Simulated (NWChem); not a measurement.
**One shape, several levels: C3H7Cl (1-chloropropane)**

We compute a comparison of 6 runs (HF/STO-3G, HF/3-21G, HF/6-31G*, B3LYP/6-31G*, MP2/6-31G, CCSD(T)/pcseg-1) of C3H7Cl (1-chloropropane). 

Program for the calculation: NWChem 7.3.0.

## 1. Starting point

The species is C3H7Cl (11 atoms), meant as a singlet with charge 0. As SMILES, `CCCCl`. The coordinates come from a PBE0-D4/def2-TZVP relaxation. This is one conformer, not always the lowest.

Bond lengths: C1–C2 1.517 Å, C2–C3 1.511 Å, C3–Cl4 1.790 Å, C1–H5 1.091 Å, C1–H6 1.092 Å, C1–H7 1.094 Å, C2–H8 1.094 Å, C2–H9 1.097 Å, C3–H10 1.089 Å, C3–H11 1.091 Å. Some angles: C1–C2–C3 114.0°, C2–C3–Cl4 112.2°, C1–C2–H8 110.4°, C1–C2–H9 109.9°, C3–C2–H8 109.0°, C3–C2–H9 106.7°, C2–C1–H5 111.0°, C2–C1–H6 111.0°, C2–C1–H7 111.1°, C2–C3–H10 111.6°.

## 2. Energy and gradient at HF/STO-3G (run 1)

Contents of mymol.nw:

```
start mymol
memory 2200 mb

geometry noautosym nocenter noautoz
C       -0.811400       1.004000       0.042600
C       -0.136300      -0.246800       0.573600
C        0.973200      -0.768100      -0.310500
Cl       0.367700      -1.319700      -1.901800
H       -1.275800       0.816000      -0.927000
H       -1.588000       1.349300       0.727700
H       -0.090500       1.816700      -0.083200
H       -0.872100      -1.041800       0.726600
H        0.310900      -0.042500       1.554000
H        1.471500      -1.627200       0.136700
H        1.716000       0.003200      -0.518100
end

basis spherical bse
* library STO-3G
end

scf
thresh 1e-08
maxiter 80
end

task scf gradient
```

Started as:

```console
$ nwchem mymol.nw > mymol.out
```

Output:

```text
[...]
  functions       =    31
[...]
  wavefunction    = RHF
[...]
         Total SCF energy =   -570.884852474674
      One-electron energy =  -1110.698265955003
      Two-electron energy =    376.521467892153
 Nuclear repulsion energy =    163.291945588177
        Time for solution =      2.1s
[...]
                         RHF ENERGY GRADIENTS
    atom               coordinates                        gradient
                 x          y          z           x          y          z
   1 C      -1.533324   1.897285   0.080502    0.009961  -0.021969   0.009769
   2 C      -0.257570  -0.466384   1.083947    0.009530   0.009886  -0.030310
   3 C       1.839081  -1.451499  -0.586760   -0.023579   0.002214   0.003981
   4 Cl      0.694852  -2.493871  -3.593881    0.007181   0.006496   0.018182
   5 H      -2.410912   1.542016  -1.751776   -0.002279  -0.000123  -0.004639
   6 H      -3.000885   2.549807   1.375154   -0.004056   0.003063   0.002365
   7 H      -0.171020   3.433065  -0.157225    0.003589   0.005369  -0.001129
   8 H      -1.648030  -1.968717   1.373075   -0.002411  -0.004270   0.001517
   9 H       0.587516  -0.080313   2.936634    0.002982  -0.000126   0.005263
  10 H       2.780732  -3.074962   0.258326   -0.000579  -0.000851  -0.002603
  11 H       3.242770   0.006047  -0.979067   -0.000340   0.000311  -0.002398
[...]
```

Run time: 3.3 s. Hardware: 1 thread of Intel Xeon 6975P-C (Granite Rapids), shared host; peak memory 0.099 GiB.

## 3. Energy and gradient at HF/3-21G (run 2)

Contents of mol.nw:

```
echo
start mol
title "C3H7Cl"
memory stack 880 mb heap 220 mb global 1100 mb
geometry noautosym nocenter noautoz
  C    -0.811400    1.004000    0.042600
  C    -0.136300   -0.246800    0.573600
  C     0.973200   -0.768100   -0.310500
  Cl    0.367700   -1.319700   -1.901800
  H    -1.275800    0.816000   -0.927000
  H    -1.588000    1.349300    0.727700
  H    -0.090500    1.816700   -0.083200
  H    -0.872100   -1.041800    0.726600
  H     0.310900   -0.042500    1.554000
  H     1.471500   -1.627200    0.136700
  H     1.716000    0.003200   -0.518100
end
basis spherical bse
  * library 3-21G
end
scf
  thresh 1e-08
  maxiter 80
  print low
end
task scf gradient
```

Started as:

```console
$ nwchem mol.nw > mol.out
```

Output:

```text
[...]
  functions       =    54
[...]
  wavefunction    = RHF
[...]
         Total SCF energy =   -574.328445742481
      One-electron energy =  -1113.841692169285
      Two-electron energy =    376.221300838628
 Nuclear repulsion energy =    163.291945588177
        Time for solution =      1.6s
[...]
                         RHF ENERGY GRADIENTS
    atom               coordinates                        gradient
                 x          y          z           x          y          z
   1 C      -1.533324   1.897285   0.080502    0.006739  -0.013815   0.007722
   2 C      -0.257570  -0.466384   1.083947    0.003615   0.011140  -0.017571
   3 C       1.839081  -1.451499  -0.586760   -0.031719  -0.010549  -0.032065
   4 Cl      0.694852  -2.493871  -3.593881    0.014585   0.013041   0.036677
   5 H      -2.410912   1.542016  -1.751776   -0.002521  -0.000775  -0.005545
   6 H      -3.000885   2.549807   1.375154   -0.004031   0.002254   0.003100
   7 H      -0.171020   3.433065  -0.157225    0.003356   0.004415  -0.001045
   8 H      -1.648030  -1.968717   1.373075   -0.003945  -0.005251   0.001623
   9 H       0.587516  -0.080313   2.936634    0.002889   0.000265   0.005830
  10 H       2.780732  -3.074962   0.258326    0.004466  -0.006881   0.003317
  11 H       3.242770   0.006047  -0.979067    0.006567   0.006156  -0.002043
[...]
```

Run time: 2.5 s. Hardware: 1 thread of Intel Xeon 6975P-C (Granite Rapids), shared host; peak memory 0.1 GiB.

Runs 3 to 5 aren't shown in full; the table further down has their settings and results.

## 4. The energy at CCSD(T)/pcseg-1 (run 6)

Contents of c3h7cl.nw:

```
START c3h7cl
memory stack 880 mb heap 220 mb global 1100 mb
charge 0

GEOMETRY noautosym nocenter noautoz
C       -0.811400       1.004000       0.042600
C       -0.136300      -0.246800       0.573600
C        0.973200      -0.768100      -0.310500
Cl       0.367700      -1.319700      -1.901800
H       -1.275800       0.816000      -0.927000
H       -1.588000       1.349300       0.727700
H       -0.090500       1.816700      -0.083200
H       -0.872100      -1.041800       0.726600
H        0.310900      -0.042500       1.554000
H        1.471500      -1.627200       0.136700
H        1.716000       0.003200      -0.518100
END

BASIS spherical bse
* library pcseg-1
END

SCF
nopen 0
rhf
thresh 1e-08
maxiter 80
noprint "final vectors analysis"
END

CCSD
freeze core 8
maxiter 60
END

TASK ccsd(t) energy
```

Started as:

```console
$ nwchem c3h7cl.nw > c3h7cl.out
```

Output:

```text
[...]
  functions       =    95
[...]
  wavefunction    = RHF
[...]
         Total SCF energy =   -577.117527430581
      One-electron energy =  -1117.271465382210
      Two-electron energy =    376.861992363453
 Nuclear repulsion energy =    163.291945588177
        Time for solution =     11.1s
[...]
 Total MP2 energy:           -577.686610734737997
[...]
             energy      energy      error      ampl     ampl      Block
                                                time     time      time
[...]
 Total CCSD energy:           -577.738222363327168
[...]
 Total CCSD+T(CCSD) energy:           -577.755637560112064
[...]
 Total CCSD(T) energy:                -577.755189807027250
[...]
```

Run time: 2.4 min. Hardware: 1 thread of Intel Xeon 6975P-C (Granite Rapids), shared host; peak memory 0.32 GiB.

## 5. The series

```csv
run,level,iteration cap,module,energy (Eh),dipole moment (D),HOMO energy (eV),LUMO energy (eV),wall time
1,HF/STO-3G,80,scf,-570.884852,2.46,-10.11,10.20,3.3 s
2,HF/3-21G,80,scf,-574.328446,–,–,–,2.5 s
3,HF/6-31G* (spherical functions),80,scf,-577.163129,2.34,-11.61,5.50,13 s
4,B3LYP/6-31G* (spherical functions),100,dft,-578.733740,2.13,-7.88,1.10,38 s
5,MP2/6-31G,80,mp2,-577.411966,2.27,-11.65,5.45,16 s
6,CCSD(T)/pcseg-1,80,ccsd(t),-577.755190,–,–,–,2.4 min
```

## 6. Outcome

```
                                          quantity          value
                               run 6: total energy  -577.75519 Eh
run 6: correlation energy (8 core orbitals frozen)     -637.7 mEh
                             run 6: (T) correction     -16.97 mEh
```

In words: Over runs 1, 3, 4, 5 the dipole moment (its size) runs from 2.13 D (B3LYP/6-31G*) to 2.46 D (HF/STO-3G). The two ends differ in method and basis. Over runs 1, 3, 4 the HOMO–LUMO gap runs from 8.98 eV (B3LYP/6-31G*) to 20.32 eV (HF/STO-3G). In run 1 the basis is minimal, so the values are rough. All runs together took 3.6 min, the longest 2.4 min.
